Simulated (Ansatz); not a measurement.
Basis-set extrapolation for C₈H₁₈ (`CCCCCC(C)C`) (PBE0-D4/def2-TZVP geometry, frozen core, Ansatz). Multiplicity 1, RHF reference.

```json
{"": "HF", "def2-TZVPP": "-313.550378", "def2-QZVPP": "-313.565272"}
{"": "MP2 correlation", "def2-TZVPP": "-1.417486", "def2-QZVPP": "-1.504590"}
{"": "CCSD(T) correlation", "def2-TZVPP": "-1.567702", "def2-QZVPP": "not run"}
```

Energies in hartree. Use E(X) = E(∞) + A·exp(−7.88·√X) for Hartree–Fock and E(X) = E(∞) + B·X^(−2.97) for correlation, with X = 3 and 4, and add CCSD(T) minus MP2 of the smaller set to the MP2 limit.

Task: What is the CCSD(T) energy at the basis-set limit?

Result: HF limit: -313.565272 + (-0.014894) × 0.13774 = -313.56732. MP2 limit: -1.504590 + (-0.087104) × 0.74074 = -1.56911. Higher-order term: -1.567702 − (-1.417486) = -0.15022. Total: -315.28665 hartree, 442.6 kJ/mol below CCSD(T)/def2-TZVPP.
